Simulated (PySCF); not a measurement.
(Z)-pent-2-en-4-ynenitrile, C5H3N.
Atom-mapped SMILES: `[CH:1]#[C:2]/[CH:3]=[CH:4]\[C:5]#[N:6]` (hydrogens: H7 on C1; H8 on C3; H9 on C4)

Cartesian coordinates in Å at the PBE0-D3(BJ)/def2-TZVP level; atoms count from 1:
```xyz
9
C5H3N angstrom
C      2.261    0.086    0.110
C      1.149   -0.347   -0.039
C     -0.144   -0.878   -0.219
C     -1.285   -0.195   -0.036
C     -1.323    1.164    0.365
N     -1.389    2.267    0.691
H      3.241    0.479    0.245
H     -0.210   -1.916   -0.528
H     -2.241   -0.678   -0.196
```

The closed-shell ground state was solved at several levels (PySCF, density fitting, gas phase, non-relativistic). Isolated species at its PBE0-D3(BJ)/def2-TZVP geometry, gas phase.

```csv
level,basis functions,total energy (Eh),HOMO (eV),LUMO (eV),gap (eV),dipole (D)
KT3/pcSseg-2,258,-251.0723,-6.75,-3.19,3.56,3.68
PBE0/pcSseg-2,258,-246.7641,-7.80,-2.40,5.40,3.83
B97-2/pcSseg-2,258,-246.9728,-7.55,-2.43,5.12,3.82
```

Q: Estimate the row for wB97X-D/pcSseg-2, a basis of 258 functions; the other rows only guide the guess.

A: Total energy -246.9699 Eh, HOMO -9.53 eV, LUMO -0.67 eV, gap 8.86 eV, dipole 3.85 D.

Q: Over all these levels, which gives the widest orbital gap and which the narrowest?

A: wB97X-D/pcSseg-2 (range-separated hybrid) has the widest, 8.86 eV, and KT3/pcSseg-2 (GGA) the narrowest, 3.56 eV. From the narrowest to the widest the HOMO moves by -2.78 eV and the LUMO by +2.52 eV.

Q: In the pcSseg-2 basis, how does the gap go with the fixed share of exact exchange?

A: KT3 (0 %) 3.56 eV; B97-2 (21 %) 5.12 eV; PBE0 (25 %) 5.40 eV. Each rise in the share widens the gap here.

Q: How far do the dipole and the HOMO energy spread over the levels?

A: The dipole runs from 3.68 to 3.85 D (mean 3.79 D) and the HOMO from -9.53 to -6.75 eV.

Note: wB97X-D ran without an empirical dispersion term, which enters the total energy and its gradient alone.
